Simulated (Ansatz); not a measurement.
The input, for Ansatz 0.2.0:

```yaml
crystal:
  periodic: [false, false, false]
  atoms:
    - {symbol: Si, position_ang: [0.000000, 0.000000, 0.000000]}
    - {symbol: P, position_ang: [0.000000, 0.000000, 2.216600]}
basis:
  gaussian: {orbitals: 6-31G}
total_charge: 1
correlation: {method: fci, electrons: outside_noble_gas}
```

```sh
$ ansatz run in.yaml --threads 1 --pin off --events-out ev --progress --plain --max-ram 2393MiB
```

Log:

```
495 factors; integrals over basis functions are off by at most 3.2e-8 eV
mean field evaluation 1: about -17115.4472 eV, gradient 2.7e1 eV
mean field evaluation 2: about -17115.4505 eV, gradient 2.7e1 eV
mean field evaluation 4: about -17119.1144 eV, gradient 2.1e0 eV
mean field evaluation 8: about -17119.1529 eV, gradient 1.8e-3 eV
mean field evaluation 16: about -17120.9127 eV, gradient 5.2e-1 eV
mean field evaluation 32: about -17120.1848 eV, gradient 1.1e1 eV
mean field evaluation 64: about -17120.9191 eV, gradient 5.0e-1 eV
mean field evaluation 96: about -17115.9310 eV, gradient 9.5e0 eV
mean field evaluation 128: about -17120.9189 eV, gradient 2.5e-6 eV
mean field -17120.91888009 eV, -629.1821638677 hartree, gradient 2.5e-6 eV, S^2 0.000000; 11 other end points of the search recorded, 0 dependent functions left out; unrestricted orbitals would lower it
determinant -17120.91888009 eV, -629.1821638677 hartree, with singles and doubles -17123.71032123 eV, -629.2847474375 hartree
determinant -17119.15287913 eV, -629.1172645295 hartree, with singles and doubles -17123.43308844 eV, -629.2745593205 hartree
determinant -17120.91888009 eV, -629.1821638677 hartree, with singles and doubles -17123.71503061 eV, -629.2849205042 hartree
determinant -17119.15287913 eV, -629.1172645295 hartree, with singles and doubles -17123.44475273 eV, -629.2749879752 hartree
10 core orbitals not correlated: weight in the atoms' cores, before any rotation towards them, 1.000 or more for the frozen orbitals, at most 0.000 for the correlated occupied ones
reference -17120.91888009 eV, -629.1821638677 hartree; 4, 4 occupied and 12, 12 virtual orbitals, 495 factors
state -17124.07101857 eV, -629.2980028201 hartree
Total energy: -17124.07101857 eV, -629.2980028201 hartree
```

Natural occupations: 1.9780 1.9198 1.8275 1.0023 0.9738 0.1753 0.0513 0.0444 0.0072 0.0057 0.0043 0.0039 0.0031 0.0017 0.0011 0.0008.

Ran on 1 thread of Arm Neoverse V1, shared host: 9 s wall, 0.18 GiB peak host memory.
